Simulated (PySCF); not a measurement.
**Solvent effects on NMR parameters**

Mapped SMILES: `[CH2:1]=[CH:2][C:3](=[CH2:4])[N:5]=[CH2:6]`; H(Xn) means a hydrogen on atom n. Ha(C4) is cis to C2; Ha(C1), Ha(C6) are cis to C3; Hb(C4) is trans to C2; Hb(C1), Hb(C6) are trans to C3.

GIAO PBE0/pcSseg-1 in PySCF 2.14 on one PBE0-D3(BJ)/def2-SVP conformer, non-relativistic, equivalent nuclei averaged. Solvents enter as an IEF-PCM continuum (benzene with ε = 2.3, water with ε = 78.4) around the gas-phase geometry. Shifts are referred to TMS computed in the same medium.

Gas phase, δ in ppm: C3 167.0, C6 155.8, C2 142.2, C1 125.4, C4 103.2, Ha(C6) 7.50, Hb(C6) 7.11, H(C2) 6.35, Ha(C1) 5.90, Hb(C1) 5.49, Hb(C4) 4.47, Ha(C4) 4.31. Dipole moment 1.44 D.

Q: How does each δ change in the continuum?

A: 
| atoms | environment | Δδ, benzene | Δδ, water |
| --- | --- | --- | --- |
| C3 | fully substituted alkene carbon | +0.2 | +0.2 |
| C6 | C=N carbon | +3.3 | +7.8 |
| C2 | alkene CH | +0.9 | +2.2 |
| C1 | terminal =CH2 carbon | +0.2 | +0.2 |
| C4 | terminal =CH2 carbon | +1.5 | +4.3 |
| Ha(C6) | hydrogen on a C=N carbon | +0.08 | +0.21 |
| Hb(C6) | hydrogen on a C=N carbon | +0.11 | +0.25 |
| H(C2) | hydrogen on an alkene CH | +0.10 | +0.26 |
| Ha(C1) | hydrogen on a terminal =CH2 carbon | -0.01 | -0.05 |
| Hb(C1) | hydrogen on a terminal =CH2 carbon | +0.08 | +0.17 |
| Hb(C4) | hydrogen on a terminal =CH2 carbon | +0.11 | +0.31 |
| Ha(C4) | hydrogen on a terminal =CH2 carbon | +0.14 | +0.36 |

Changes are relative to the gas phase. The dipole moment becomes 1.67 D in benzene, 2.05 D in water.

Q: Which nuclei move most (in ppm), and what does the model miss?

A: C6 (C=N carbon, +7.8 ppm) in water. A continuum only polarises the solute; specific hydrogen bonds, the anisotropy of aromatic solvents and changes of geometry or conformer are outside it.
